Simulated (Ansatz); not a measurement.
hcp Os, relaxed in Ansatz (plane waves) with several semilocal functionals. Each gives its own volume and its own elastic constant C11:

| level | V0 (Å³/atom) | elastic constant C11 (GPa) | ln V0 | ln C11 |
|---|---|---|---|---|
| LDA | 13.699 | 816.2 | 2.6173 | 6.7047 |
| r²SCAN | 14.015 | 783.8 | 2.6401 | 6.6642 |
| PBE | 14.275 | 730.6 | 2.6585 | 6.5939 |

Q: Fit a straight line to ln C11 against ln V0. What does it predict for PBEsol, whose volume is 13.891 Å³/atom?

A: With x = ln V0 and y = ln C11: means 2.63863 and 6.65427; Σ(Δx Δy) = -0.002261, Σ(Δx²) = 0.0008519, so the slope is -2.65. At x = 2.6312 the line gives y = 6.65427 + (-2.65) × (2.6312 − 2.63863) = 6.6740, or 791.6 GPa. The run with PBEsol gives 792.0 GPa, +0.1 % from the line. The rows used scatter about it by up to 1.4 %, while the largest value lies 12 % above the smallest.

Measured: 763 GPa (measured, 0 K, extrapolated to 0 K (read from the set's bulk modulus against, 405 at 300 K); as tabulated in Liu et al. (2023), arXiv:2002.00005).

Ansatz's density-functional and Hartree–Fock values are scalar-relativistic unless marked +SOC, with PAW data made under PBE.

Ansatz is a quantum-chemistry and plane-wave program.
